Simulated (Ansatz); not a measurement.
Reaction (SMILES): S=C=S → C atom + 2 S atom
B3LYP-D3(BJ)/def2-TZVP geometries, fixed; electronic energies without zero-point terms.

Basis-set convergence of the atomisation energy at PBE with Ansatz (a program for electronic structure). Cartesian d functions, on some or all atoms, in 6-31G**; all else is spherical. The program fits the integrals of some runs and decomposes those of others, by size. Open shells are unrestricted. No added dispersion term, no relativity. Functions are those of the species that has most. Reference: the value in aug-cc-pV(5+d)Z, 301.55 kcal/mol, itself unsure by roughly 0.06 kcal/mol (its mean distance from pcseg-4, aug-pcseg-3, aug-cc-pV(Q+d)Z).

```tsv
basis	functions	atomisation energy (kcal/mol)
STO-3G	23	___
3-21G	35	263.62
6-31G	35	___
def2-SVP	50	___
6-31G**	53	296.95
pcseg-2	98	300.54
def2-TZVPD	129	301.60
def2-TZVPPD	139	301.61
aug-pcseg-2	146	300.64
def2-QZVPP	197	___
def2-QZVPPD	221	301.14
aug-pcseg-3	263	301.49
cc-pV(5+d)Z	291	301.62
```

Problem. Some entries are withheld; supply them.

Solution. 
- STO-3G, atomisation energy (kcal/mol): 349.79
- 6-31G, atomisation energy (kcal/mol): 259.84
- def2-SVP, atomisation energy (kcal/mol): 302.51
- def2-QZVPP, atomisation energy (kcal/mol): 301.22
